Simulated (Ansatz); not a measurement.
Geometry optimisation, Ansatz, UKS PBE/6-31G*.

Input:

```yaml
crystal:
  periodic: [false, false, false]
  atoms:
    - { symbol: B, position_ang: [-0.001726, -0.003212, -0.268497] }
    - { symbol: Cl, position_ang: [-0.007393, 0.007047, 1.550104] }
    - { symbol: H, position_ang: [1.066976, -0.000173, -0.810195] }
    - { symbol: H, position_ang: [-1.067126, -0.000222, -0.816594] }
    - { symbol: Si, position_ang: [0.005478, -0.001436, 4.887248] }
    - { symbol: H, position_ang: [-0.776615, -1.211796, 5.328674] }
    - { symbol: H, position_ang: [1.439317, -0.068547, 5.345608] }
    - { symbol: H, position_ang: [-0.658911, 1.278338, 5.325852] }
magnetization:
  spin_polarized: true
  initial_magnetization: 1
basis:
  gaussian: { orbitals: "6-31G*" }
hamiltonian:
  xc: pbe
relax:
  f_tol: 0.03
  max_steps: 50
```

Launched with:

```bash
$ ansatz run input.yaml --threads 1 --pin off --max-ram 2048MiB --backend cpu --events-out ev --progress --plain --runs-dir out
```

Question: Where does it end, and by what steps?

Answer: The run converged. The force dipped under the threshold on the way, but the program's further checks kept it going. After 9 steps the energy has fallen by 0.109 eV; Cl2 moved furthest, 0.48 Å.

```tsv
step	energy less start (eV)	largest force component (eV/Å)	accepted
0	0.0000	1.379	yes
1	-0.0777	0.811	yes
2	-0.0710	0.701	no
3	-0.0954	0.255	yes
4	-0.1032	0.093	yes
5	-0.1065	0.011	yes
6	-0.1081	0.066	yes
7	-0.1085	0.064	yes
8	-0.1088	0.030	yes
9	-0.1089	0.020	yes
```

```xyz
8
Properties=species:S:1:pos:R:3
B -0.004 0.001 -0.681
Cl -0.013 0.055 1.068
H 1.058 -0.016 -1.240
H -1.061 -0.016 -1.251
Si 0.013 -0.008 5.315
H -0.769 -1.207 5.768
H 1.429 -0.072 5.808
H -0.652 1.264 5.755
```

Whether the end is a true minimum wasn't checked by a vibrational analysis.

The run took 27 s on 1 thread of Intel(R) Xeon(R) Platinum 8259CL CPU @ 2.50GHz (Skylake/Cascade Lake), with other jobs on the host, peak memory 0.16 GiB.
